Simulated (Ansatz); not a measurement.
**LiBH₂ (SMILES [Li][BH2]): functionals against CCSD(T) at one geometry**

An exercise on one series of results from a longer session: the logs are not shown, and one member is left open.

The runs use Ansatz 0.2.0, Gaussian basis; single points in def2-TZVPP.

Correlated methods freeze the cores. The outer core shell of Li, Na, Mg and K is correlated. B3LYP uses VWN-RPA correlation.

## Where the work starts

SMILES `[Li][BH2]`, 4 atoms, charge 0, spin multiplicity 1.

Atoms are counted from 1 here; the program's logs count them from 0.

Bond lengths: Li1–B2 1.999 Å, B2–H3 1.230 Å, B2–H4 1.186 Å. Angles: Li1–B2–H3 124.6°, Li1–B2–H4 127.9°, H3–B2–H4 107.5°.

Coordinates:

```
Li    0.9749   -1.0677    1.1680
B    -0.0689    0.0748   -0.0972
H    -0.3908    1.2422    0.1192
H    -0.5055   -0.2239   -1.1583
```

Set-up of the first run:

File run/in.yaml:

```yaml
crystal:
  periodic: [false, false, false]
  atoms:
    - {symbol: Li, position_ang: [0.974900, -1.067700, 1.168000]}
    - {symbol: B, position_ang: [-0.068900, 0.074800, -0.097200]}
    - {symbol: H, position_ang: [-0.390800, 1.242200, 0.119200]}
    - {symbol: H, position_ang: [-0.505500, -0.223900, -1.158300]}
basis:
  gaussian: {orbitals: def2-TZVPP}
correlation: {method: ccsd_t}
output: {forces: true}
```

No record of the launch command was kept for these runs.

Among the steps run: CCSD(T)/def2-TZVPP; PBE0-D4/def2-TZVPP; wB97M-V/def2-TZVPP; r2SCAN-D4/def2-TZVPP; PBE-D4/def2-TZVPP; B3LYP-D4/def2-TZVPP; r2SCANh-D4/def2-TZVPP.

One table of the session follows, with a row left open; its other results are not shown here.

| method | RMS force component (eV/Å) | angle to CCSD(T) forces (°) | dipole (D) |
| --- | --- | --- | --- |
| CCSD(T) | 0.554 | reference | 5.49 |
| PBE0-D4 | 0.544 | 1.4 | 5.28 |
| wB97M-V | 0.554 | 7.0 | 5.28 |
| r2SCAN-D4 | 0.555 | 2.6 | 5.33 |
| PBE-D4 | 0.528 | 8.1 | 5.06 |
| B3LYP-D4 | ? | ? | ? |
| r2SCANh-D4 | 0.561 | 2.4 | 5.37 |

Q: Estimate the row for B3LYP-D4 from the others.

The run gave: RMS force component (eV/Å): 0.552; angle to CCSD(T) forces (°): 4.9; dipole (D): 5.23. In the column «RMS force component (eV/Å)» it lies between PBE0-D4 (0.544) and CCSD(T) (0.554).
